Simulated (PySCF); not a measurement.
Basis-set dependence of SiH⁻ at PBE0

PySCF, UKS reference; triplet, unpaired electrons π ↑↑; De to Si⁻ + H without counterpoise correction.

```
                      basis     relativity  functions  Re (Å)  ωe (cm⁻¹)  De (eV)  μ (D)
                  def2-SVPD  no relativity         32   1.569       1830      n/a  -0.18
                aug-pcseg-1  no relativity         36   1.564       1858     2.96  -0.07
aug-cc-pV(D+d)Z/aug-cc-pVDZ  no relativity         41   1.564       1852     2.96  -0.04
                def2-TZVPPD  no relativity         65   1.559       1840     3.05  -0.08
```

How does each smaller set differ from the one with most functions, def2-TZVPPD?

def2-SVPD: +1.0 pm, -0.5 % in ωe; aug-pcseg-1: +0.5 pm, +1.0 % in ωe, -0.09 eV in De; aug-cc-pV(D+d)Z/aug-cc-pVDZ: +0.5 pm, +0.7 % in ωe, -0.09 eV in De. All at PBE0; the set with most functions is neither the basis-set limit nor always the best.

A positive dipole points towards H; it is taken about the centre of mass and depends on that origin. For an ion De counts to the pair picked by the measured ionisation energies or electron affinities, which need not be the lowest pair at this level. The highest Kohn–Sham level is positive in some of these anions. Much of that is self-interaction error, but it also means that the finite basis helps to hold the extra electron. The state is the lowest determinant that a PBE0 search found; another state may lie lower at other levels.
